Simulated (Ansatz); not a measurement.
Results of r²SCAN+SOC in Ansatz (PAW) for chalcopyrite ZnSnSb2 (cell taken from a computed entry).

Run with plane-wave cutoff 560 eV, 8×8×8 k mesh, Fermi–Dirac smearing 0.01 eV, PAW data made under PBE.

Cell (relaxed with PBEsol):

Space group I-42d (No. 122); a = 6.273 Å, b = 6.273 Å, c = 12.611 Å, α = 90.00°, β = 90.00°, γ = 90.00°

```tsv
atom	site	symmetry	x	y	z
Zn	4a	-4..	0.0000	0.0000	0.0000
Sn	4b	-4..	0.0000	0.0000	0.5000
Sb	8d	.2.	0.2500	0.2780	0.3750
```
(The calculation used a cell of 8 atoms; values per cell refer to that cell.)

Task: Predict the band gap and Γ–Γ gap.

Result: 
- band gap = 0.04 eV (direct)
- Γ–Γ gap = 0.05 eV

Measured, for comparison: band gap 0.4 eV (temperature not stated, not corrected to a static lattice; as tabulated in Kim et al. (2020), doi:10.1038/s41597-020-00723-8). Computed (rounded) less measured: band gap -0.36 eV.

Note: cell and atoms aren't relaxed at this level (largest force component 0.07 eV/Å, pressure 0.8 GPa).

Static lattice: no zero-point or thermal effects.

Ansatz is a first-principles code.
